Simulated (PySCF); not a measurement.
Work out the structure from these simulated measurements.

Formula: C7H5N.

| Property | Result |
| --- | --- |
| UV, strongest line | among the 10 lowest singlet transitions: S4 at 6.85 eV (181 nm, f = 0.643) [TDDFT CAM-B3LYP/def2-SVPD] |
| UV, first state | lowest singlet excitation: 5.27 eV (235 nm, f = 0.000) [TDDFT CAM-B3LYP/def2-SVPD] |
| 13C NMR | chemical shifts (computed TMS as zero) by class: 193.6 (1 C), 134.8 (2 C), 134.0 (2 C), 133.8 (1 C), 132.2 (1 C) ppm [GIAO PBE0/pcSseg-1] |
| 1H NMR | chemical shifts (computed TMS as zero) by class: 7.56 (2 H), 7.54 (2 H), 7.46 (1 H) ppm [GIAO PBE0/pcSseg-1] |
| NMR, other nuclei | isotropic shieldings of nuclei other than C and H, by class: 60 (1 N) ppm [GIAO PBE0/pcSseg-1] |
| Rotational structure | rotational constants A, B, C: 5.665, 1.640, 1.272 GHz [PBE0-D3(BJ)/def2-SVP] |
| Triplet | lowest triplet excitation (Tamm–Dancoff): 3.79 eV [TDA CAM-B3LYP/def2-SVPD] |
| Dipole | 4.03 D [CAM-B3LYP/def2-SVPD] |

Gas-phase values; electronic properties from PySCF, density fitting. Levels stand in brackets. Geometry: PBE0-D3(BJ)/def2-SVP; no solvent, vibrations or thermal averaging. NMR values are class means; diastereotopic atoms form classes of their own.

Question: Propose a structure and show how it fits.

Answer: Numbering: `[C-:1]#[N+:2][c:3]1[cH:4][cH:5][cH:6][cH:7][cH:8]1`. 7 carbons fall into 5 classes; from least to most shielded: isocyanide carbon [C1] (193.6 ppm), aromatic CH carbon [C5/C7] (134.8 ppm, 2 C), aromatic CH carbon [C4/C8] (134.0 ppm, 2 C), aromatic CH carbon [C6] (133.8 ppm), aromatic carbon bearing nitrogen [C3] (132.2 ppm). Hydrogen classes from least to most shielded: 2 H on the ortho carbons, C4/C8 (7.56 ppm), 2 H on the meta carbons, C5/C7 (7.54 ppm), 1 H on the para carbon, C6 (7.46 ppm). The other shieldings belong to: 60 ppm, isocyanide nitrogen [N2]. The optimised geometry has point group C2v and is an asymmetric top. Structure: `[C-]#[N+]c1ccccc1`. Computed isomers that give other values at the same levels: `C#C/C=C(/C#N)C=C` (rotational constant A: 3.689 GHz; this holds for the one conformer computed); `C#Cc1ccncc1` (rotational constant A: 6.040 GHz; this holds for the one conformer computed); `N#Cc1ccccc1` (smallest rotational constant: 1.214 GHz; this holds for the one conformer computed). The assignments are read from this structure; whether some other isomer fits the data as well wasn't checked.
